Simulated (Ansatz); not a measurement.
Input file:

```yaml
crystal:
  periodic: [false, false, false]
  atoms:
    - {symbol: F, position_ang: [-0.020008, -1.282350, 1.628536]}
    - {symbol: Ge, position_ang: [-0.020841, 0.401048, 1.130810]}
    - {symbol: Ge, position_ang: [0.027123, -0.085469, -1.531869]}
    - {symbol: H, position_ang: [-0.075654, 1.427581, -1.792408]}
basis:
  gaussian: {orbitals: cc-pVDZ}
magnetization: {spin_polarized: true, initial_magnetization: 0}
correlation: {method: mp2, electrons: outside_noble_gas}
output: {forces: true}
```

```sh
$ ansatz run in.yaml --threads 1 --pin off --events-out ev --progress --plain --max-ram 2393MiB
```

The program prints:

```
831 factors; integrals over basis functions are off by at most 1.2e-3 eV
mean field evaluation 1: about -115664.6743 eV, gradient 2.0e1 eV
mean field evaluation 2: about -115664.6805 eV, gradient 2.0e1 eV
mean field evaluation 4: about -115666.3526 eV, gradient 1.2e0 eV
mean field evaluation 8: about -115666.3796 eV, gradient 1.2e-2 eV
mean field evaluation 16: about -115666.3961 eV, gradient 2.4e-1 eV
mean field evaluation 32: about -115665.6126 eV, gradient 4.6e-1 eV
mean field evaluation 64: about -115666.7863 eV, gradient 1.1e0 eV
mean field -115666.82705495 eV, -4250.6774924779 hartree, gradient 1.1e-6 eV, S^2 1.015032; 8 other end points of the search recorded, 0 dependent functions left out
29 core orbitals not correlated: weight in the atoms' cores, before any rotation towards them, 0.958 or more for the frozen orbitals, at most 0.044 for the correlated occupied ones
reference -115666.82705495 eV, -4250.6774924779 hartree; 8, 8 occupied and 36, 36 virtual orbitals, 831 factors
second order -8.61124025 eV of doubles, -0.00000000 eV of singles
the calculation of the forces begins
Total energy: -115675.43829519 eV, -4250.9939497201 hartree
Atom 0 at    -0.020008    -1.282350     1.628536 Å, force     0.002043    -0.517542     0.339323 eV/Å
Atom 1 at    -0.020841     0.401048     1.130810 Å, force     0.012806     0.230397    -0.875291 eV/Å
Atom 2 at     0.027123    -0.085469    -1.531869 Å, force     0.039352    -0.603759     0.815077 eV/Å
Atom 3 at    -0.075654     1.427581    -1.792408 Å, force    -0.054200     0.890903    -0.279109 eV/Å
Dipole moment:    -0.002222     0.352187    -0.006362 e Å
```

Forces (eV/Å):
```
F    0.002 -0.518  0.339
Ge   0.013  0.230 -0.875
Ge   0.039 -0.604  0.815
H   -0.054  0.891 -0.279
```

Ran on 1 thread of Arm Neoverse V2, shared host: 14 s wall, 0.18 GiB peak host memory.
